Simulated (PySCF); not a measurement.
C4H6FN.
Atom-mapped SMILES: `[CH3:1][CH2:2][C@H:3]([F:4])[C:5]#[N:6]` (hydrogens: H7, H8, H9 on C1; H10, H11 on C2; H12 on C3)

The geometry is computed with GFN2-xTB (gas phase).

Give the optimised bond lengths and angles.

```csv
bond,length (bohr)
C1–C2,2.880
C2–C3,2.895
C3–F4,2.610
C3–C5,2.746
C5≡N6,2.157
"C1–H7, C1–H8, C1–H9",2.055
C2–H10,2.064
C2–H11,2.063
C3–H12,2.080
```

Bonds in one row agree within 0.02 bohr and their mean is given. A selection of angles:
```csv
angle,degrees
C2–C1–H7,110.0
C2–C1–H8,110.8
H7–C1–H8,108.5
H7–C1–H9,108.5
C1–C2–C3,111.2
C1–C2–H10,110.1
C1–C2–H11,110.6
C3–C2–H10,108.3
C3–C2–H11,108.3
H10–C2–H11,108.4
C2–C3–F4,109.9
C2–C3–C5,110.6
C2–C3–H12,111.4
F4–C3–C5,109.5
F4–C3–H12,106.3
C5–C3–H12,109.1
C3–C5–N6,178.7
```

Dihedral angles: C1–C2–C3–F4 -66° (synclinal).

The C–C distances run from 1.453 Å (C3–C5, drawn single) to 1.532 Å (C2–C3, drawn single), a spread of 0.079 Å. Of the pairs four or more bonds apart, F4···H9 is among the closest relative to their van der Waals radii: 2.63 Å, 98 % of the sum of Bondi's values.

Point group: C1 (no symmetry element, even within 0.4 Å). Stationary, but not proved a minimum. One conformer, not necessarily the lowest.
